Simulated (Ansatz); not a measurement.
# C3H5NO: the cost of one run

Program: Ansatz 0.2.0, Gaussian basis. Level of theory: the settings change from run to run. These are calculated values, not measurements.

### Step 1. The relaxed structure

The geometry comes from an earlier relaxation with PBE0-D4 in a triple-zeta def2 set; it is a stationary point, not always the lowest conformer.

SMILES `NCC=C=O`, 10 atoms, charge 0, spin multiplicity 1.

Atoms are counted from 1 here; the program's logs count them from 0.

Bond lengths: N1–C2 1.458 Å, N1–H6 1.014 Å, N1–H7 1.013 Å, C2–C3 1.503 Å, C2–H8 1.093 Å, C2–H9 1.100 Å, C3–C4 1.309 Å, C3–H10 1.083 Å, C4–O5 1.158 Å. Angles: C2–N1–H6 110.2°, C2–N1–H7 110.3°, H6–N1–H7 107.2°, N1–C2–C3 111.8°, N1–C2–H8 107.9°, N1–C2–H9 113.7°, C3–C2–H8 109.6°, C3–C2–H9 107.3°, H8–C2–H9 106.4°, C2–C3–C4 122.2°, C2–C3–H10 121.2°, C4–C3–H10 116.6°, C3–C4–O5 178.8°.

### Step 2. wB97M-V/def2-TZVPD

This run has density fitting with cc-pVTZ-jkfit, a point charge of 1.00 e beside it.

Contents of in.yaml:

```yaml
crystal:
  periodic: [false, false, false]
  atoms:
    - {symbol: N, position_ang: [-0.213877, 0.207279, 1.482892]}
    - {symbol: C, position_ang: [-0.228382, 0.608676, 0.081629]}
    - {symbol: C, position_ang: [0.538242, -0.352335, -0.782572]}
    - {symbol: C, position_ang: [-0.048165, -1.325997, -1.431808]}
    - {symbol: O, position_ang: [-0.578114, -2.170640, -2.020017]}
    - {symbol: H, position_ang: [-0.662265, 0.914070, 2.054969]}
    - {symbol: H, position_ang: [0.739895, 0.117094, 1.811974]}
    - {symbol: H, position_ang: [-1.270717, 0.644433, -0.246218]}
    - {symbol: H, position_ang: [0.188163, 1.611046, -0.095606]}
    - {symbol: H, position_ang: [1.618318, -0.304526, -0.852342]}
basis:
  gaussian: {orbitals: def2-TZVPD, fitting: {mean_field: cc-pVTZ-jkfit}, point_charges: [{charge: 1.00, position_ang: [6.028, -0.634, -0.969]}]}
hamiltonian: {xc: {name: wB97M-V}}
output: {forces: true}
```

On the command line:

```console
> ansatz run in.yaml --threads 2 --pin off --events-out ev --progress --plain --max-ram 4352MiB
```

Q: Estimate wall time and peak memory on 2 threads of Arm Neoverse V2, shared host.

About 15 s, with a peak of 0.6 GiB.
